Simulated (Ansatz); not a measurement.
Molecular dynamics of CH6Si

Input file:

```yaml
crystal:
  periodic: [false, false, false]
  atoms:
    - { symbol: Si, position_ang: [0.267553, 0.021793, -0.470569] }
    - { symbol: C, position_ang: [0.999244, 0.005372, 1.67126] }
    - { symbol: H, position_ang: [0.024821, -0.138942, 2.134982] }
    - { symbol: H, position_ang: [1.658552, -0.827223, 1.922951] }
    - { symbol: H, position_ang: [1.429567, 0.957916, 1.983917] }
    - { symbol: H, position_ang: [1.590817, 0.100133, 0.264023] }
    - { symbol: H, position_ang: [-0.633699, 1.142833, -0.071324] }
    - { symbol: H, position_ang: [-0.434258, -1.261882, -0.173142] }
basis:
  gaussian: { orbitals: "6-31G*" }
hamiltonian:
  xc: pbe0
  dispersion: d4
md:
  timestep: 0.5
  n_steps: 200
  ensemble: nve
  temperature: 100.0
  initial_velocities: maxwell_boltzmann
  seed: 3225
```

Launched with:

```bash
$ ansatz run input.yaml --threads 1 --pin off --max-ram 2048MiB --backend cpu --events-out ev --progress --plain --runs-dir out
```

It starts at the highest image of a converged band, a first-order saddle point between two minima.

Output, in part (step lines, the closing report, with atoms numbered from 0):

```
md step     0: t =     0.00 fs  T =   100.0 K  F+E_penalty+E_count = -9004.08059925 eV  E_kin = 0.077556 eV  conserved = -9004.00304325 eV  (23 SCF iters)
md step     1: t =     0.50 fs  T =    97.3 K  F+E_penalty+E_count = -9004.07848366 eV  E_kin = 0.075467 eV  conserved = -9004.00301638 eV  (20 SCF iters)
md step     2: t =     1.00 fs  T =    89.9 K  F+E_penalty+E_count = -9004.07265826 eV  E_kin = 0.069712 eV  conserved = -9004.00294612 eV  (19 SCF iters)
md step     3: t =     1.50 fs  T =    79.1 K  F+E_penalty+E_count = -9004.06422623 eV  E_kin = 0.061374 eV  conserved = -9004.00285204 eV  (20 SCF iters)
md step     4: t =     2.00 fs  T =    66.9 K  F+E_penalty+E_count = -9004.05467139 eV  E_kin = 0.051914 eV  conserved = -9004.00275696 eV  (20 SCF iters)
md step     5: t =     2.50 fs  T =    55.2 K  F+E_penalty+E_count = -9004.04549651 eV  E_kin = 0.042815 eV  conserved = -9004.00268140 eV  (20 SCF iters)
md step     6: t =     3.00 fs  T =    45.5 K  F+E_penalty+E_count = -9004.03789909 eV  E_kin = 0.035260 eV  conserved = -9004.00263892 eV  (20 SCF iters)
md step     7: t =     3.50 fs  T =    38.6 K  F+E_penalty+E_count = -9004.03255523 eV  E_kin = 0.029921 eV  conserved = -9004.00263388 eV  (19 SCF iters)
[... lines left out ...]
Total energy: -9005.26313882 eV, -330.9373163650 hartree
Atom 0 at     0.345369     0.028275    -0.321573 Å, force     2.856387     0.479072     0.411419 eV/Å
Atom 1 at     0.829688    -0.023161     1.468442 Å, force    -0.390956     0.351312     1.560145 eV/Å
Atom 2 at    -0.170017     0.048949     2.003689 Å, force     0.971040    -0.321969    -0.464709 eV/Å
Atom 3 at     1.251152    -1.031979     1.715034 Å, force     0.423956     1.342327     0.387836 eV/Å
Atom 4 at     1.324177     0.944045     1.741304 Å, force     0.417404    -1.263766     0.337481 eV/Å
Atom 5 at     1.805397     0.380725    -1.158828 Å, force    -2.526654    -0.671707     0.728044 eV/Å
Atom 6 at    -0.545142     1.091461     0.079046 Å, force    -1.033850     0.960724    -1.371014 eV/Å
Atom 7 at    -0.177500    -1.300979    -0.053469 Å, force    -0.717328    -0.875991    -1.589201 eV/Å
Dipole moment:    -0.061861    -0.007496    -0.080237 e Å
```

The steps, from the saved trajectory:

```csv
time (fs),T (K),potential energy less start (eV),conserved less start (meV/atom)
0.0,100,0.000,0.00
3.0,45,0.043,0.05
6.0,35,0.051,0.03
9.0,68,0.025,0.04
12.0,128,-0.021,0.04
15.0,269,-0.131,0.08
18.0,716,-0.476,0.13
21.0,1731,-1.265,0.01
24.0,2873,-2.152,-0.20
27.0,3307,-2.490,-0.32
30.0,2704,-2.021,-0.18
33.0,1688,-1.232,-0.10
36.0,910,-0.628,0.06
39.0,1266,-0.903,0.12
42.0,2876,-2.157,-0.52
45.0,3074,-2.309,-0.37
48.0,2064,-1.524,-0.06
51.0,1474,-1.066,-0.01
54.0,1428,-1.033,-0.28
57.0,1066,-0.747,0.26
60.0,2217,-1.646,-0.58
63.0,2520,-1.878,-0.13
66.0,2575,-1.920,-0.15
69.0,2598,-1.940,-0.35
72.0,1577,-1.148,-0.30
75.0,712,-0.474,0.13
78.0,1433,-1.035,-0.18
81.0,2160,-1.598,-0.08
84.0,3158,-2.374,-0.24
87.0,3378,-2.547,-0.58
90.0,1733,-1.265,0.12
93.0,1143,-0.811,-0.24
96.0,1060,-0.745,-0.06
99.0,1324,-0.948,0.07
```

The run went to its last step. The conserved energy stayed within 0.64 meV per atom of its start (net change 0.089 meV per atom), so the integration is sound. The kinetic energy rose, since the run started high on the potential surface and went downhill. A run of 0.1 ps of so small a system gives no equilibrium averages. The orbitals stay closed-shell, which can raise the energy where a bond breaks towards radicals; this wasn't checked here.

Between its relaxed ends the band would form C2–H6 and break Si1–C2, Si1–H6. These pairs go: C2–H6 1.53 → 2.83 Å, Si1–C2 2.26 → 1.86 Å, Si1–H6 1.52 → 1.72 Å. In the last frame they stand as before the step (other bonds may differ from the relaxed reactants and products). It ends as one piece, CH6Si. Pairs count as bonded within 1.25 times the sum of covalent radii (0.12 Å more for H–H).

Last frame:

```xyz
8
Properties=species:S:1:pos:R:3
Si 0.345 0.028 -0.322
C 0.830 -0.023 1.468
H -0.170 0.049 2.004
H 1.251 -1.032 1.715
H 1.324 0.944 1.741
H 1.805 0.381 -1.159
H -0.545 1.091 0.079
H -0.177 -1.301 -0.053
```

The run took 4 min on 1 thread of Arm Neoverse V1 (shared host), peak memory 0.09 GiB.
